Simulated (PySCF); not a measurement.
**Fluorine: a sound run and one with changed settings**

Sound run: F [He] 2s2 2p5, F⁺ [He] 2s2 2p4. Calculation: PySCF 2.14, in jorge-DZP-DKH; the spin-free X2C one-electron Hamiltonian (Gaussian nucleus). In the sound run the correlated levels freeze 1s2. The sound run starts from symmetry-adapted Hartree-Fock orbitals and uses a fine grid where one is needed.

Changed run: basis STO-3G, all-electron and non-relativistic. This setting is unsound on purpose.

```tsv
species	method	sound run (hartree)	changed run (hartree)	converged
F	UHF	-99.48387	-97.98651	yes
F	PBE0	-99.74726	-98.20281	yes
F	LDA	-99.17253	-97.58873	yes
F	MP2	-99.61690	-97.98651	yes
F⁺	UHF	-98.90751	-97.52349	yes
F⁺	PBE0	-99.10819	-97.69005	yes
F⁺	LDA	-98.51725	-97.07786	yes
F⁺	MP2	-98.99788	-97.52349	yes
```

Ionisation energy of F:

```
 method  sound run (eV)  changed run (eV)
    UHF          15.684            12.599
   PBE0          17.390            13.953
    LDA          17.831            13.901
    MP2          16.844            12.599
SCS-MP2          16.787            12.599
```

A minimal basis cannot let orbitals breathe on ionisation and holds almost no correlation. The Hamiltonian changed with the basis, so the totals do not compare.

For comparison, NIST gives 17.423 eV between the lowest levels.
